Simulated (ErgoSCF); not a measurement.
# One shape, several levels: N2O (nitrous oxide)

Aim: a comparison of 4 runs (HF/STO-3G, HF/3-21G, HF/def2-SVP, PBE0/def2-SVPD) of N2O (nitrous oxide). 

Program for the calculation: ErgoSCF 3.8.

1 further run of the same task is left out (it didn't finish).

## 1. The molecule

N2O: 3 atoms, total charge 0, spin state singlet. SMILES: `N#[N+][O-]`. Geometry: relaxed at PBE0-D4/def2-TZVP.

Bond lengths: N1–N2 1.118 Å, N2–O3 1.174 Å. Angles: N1–N2–O3 180.0°.

## 2. The energy at HF/STO-3G (run 1)

File ergo.in:

```
set_nthreads(1)
scf.output_mulliken_pop = 1
scf.max_number_of_iterations = 120
scf.use_diagonalization = 1
tmpdir = "."
basis = "STO-3G"
molecule_inline
N   -0.96697286   1.89218277  -0.31728502
N   -0.01587370   0.03118048  -0.00529123
O    0.98284656  -1.92336325   0.32257625
EOF
run "HF"
```

The basis set STO-3G is read from a file made from the Basis Set Exchange's data (not shown).

Launch:

```
$ ergo ergo.in
```

The program printed:

```text
[...]
INSC SCF_general constructor, number of basis functions: 15
[...]
INSC Energy   1 =       -158.21091488749
[...]
INDE E_LUMO =          0.26034772066
[...]
INSC Energy  16 =       -181.18679847291  ( diff     -0.000000000000625 )
[...]
RESC CONVERGED after  16 iterations.
RESC FINAL ENERGY:       -181.18679847291
[...]
INSC SCF: dipole_moment_x [atomic units] =      -0.01749354
INSC SCF: dipole_moment_y [atomic units] =       0.03429540
INSC SCF: dipole_moment_z [atomic units] =      -0.00578453
[...]
```

Wall time 0.93 s (1 thread of Arm Neoverse V1, shared host); peak memory 0.26 GiB.

## 3. A single-point energy at HF/3-21G (run 2)

File ergo.in:

```
# HF on N2O
set_nthreads(1)
molecule_inline
N  -0.96697286 1.89218277 -0.31728502
N  -0.01587370 0.03118048 -0.00529123
O  0.98284656 -1.92336325 0.32257625
EOF
basis = "3-21G"
scf.max_number_of_iterations = 120
scf.output_mulliken_pop = 1
charge = 0
scf.use_diagonalization = 1
tmpdir = "."
spin_polarization = 0
run "HF"
```

The basis set 3-21G is read from a file made from the Basis Set Exchange's data (not shown).

Launch:

```
$ ergo ergo.in
```

The program printed:

```text
[...]
INSC SCF_general constructor, number of basis functions: 27
[...]
INSC Energy   1 =       -118.13251971295
[...]
INDE E_LUMO =          0.15612840604
[...]
INSC Energy  17 =       -182.60020014743  ( diff     -0.000000000001137 )
[...]
RESC CONVERGED after  17 iterations.
RESC FINAL ENERGY:       -182.60020014743
[...]
INSC SCF: dipole_moment_x [atomic units] =      -0.13401772
INSC SCF: dipole_moment_y [atomic units] =       0.26232089
INSC SCF: dipole_moment_z [atomic units] =      -0.04402546
[...]
```

Wall time 1 s (1 thread of Arm Neoverse V1, shared host); peak memory 0.26 GiB.

Run 3 isn't shown in full; the table further down has it.

## 4. A single-point energy at PBE0/def2-SVPD (run 4)

File ergo.in:

```
set_nthreads(1)
molecule_inline Angstrom
N       -0.511700       1.001300      -0.167900
N       -0.008400       0.016500      -0.002800
O        0.520100      -1.017800       0.170700
EOF
scf.max_number_of_iterations = 120
basis = "def2-SVPD"
scf.use_diagonalization = 1
XC.sparse_mode = 0
tmpdir = "."
XC.radint = 1e-11
scf.output_mulliken_pop = 1
XC.angint = 41
run "PBE0"
```

The basis set def2-SVPD is read from a file made from the Basis Set Exchange's data (not shown).

Launch:

```
$ ergo < ergo.in
```

The program printed:

```text
[...]
INDF Weighted mixed functional:
[...]
INSC Energy   1 =        -71.89083813361
[...]
INDE E_LUMO =         -0.01199924715
[...]
INSC Energy  33 =       -184.33571022928  ( diff     -0.000000000000625 )
[...]
RESC CONVERGED after  33 iterations.
RESC FINAL ENERGY:       -184.33571022928
[...]
INSC SCF: dipole_moment_x [atomic units] =      -0.01712729
INSC SCF: dipole_moment_y [atomic units] =       0.03356110
INSC SCF: dipole_moment_z [atomic units] =      -0.00565209
[...]
```

It took 30 s on 1 thread of Arm Neoverse V1, shared host; peak memory 0.26 GiB.

## 5. All runs side by side

```tsv
run	level	integration grid	radint	energy (Eh)	dipole moment (D)	wall time
1	HF/STO-3G	–	–	-181.186798	0.10	0.93 s
2	HF/3-21G	–	–	-182.600200	0.76	1 s
3	HF/def2-SVP	–	–	-183.530015	0.63	4.8 s
4	PBE0/def2-SVPD	Turbo	1e-11	-184.335710	0.10	30 s
```

## 6. Outcome

```
            quantity          value
 run 4: total energy  -184.33571 Eh
run 4: dipole moment         0.10 D
```

In words: The dipole moment (its size) runs from 0.10 D (PBE0/def2-SVPD) to 0.76 D (HF/3-21G). The two ends differ in method and basis. In run 1 the basis is minimal, so the values are rough. All runs together took 37 s, the longest 30 s.
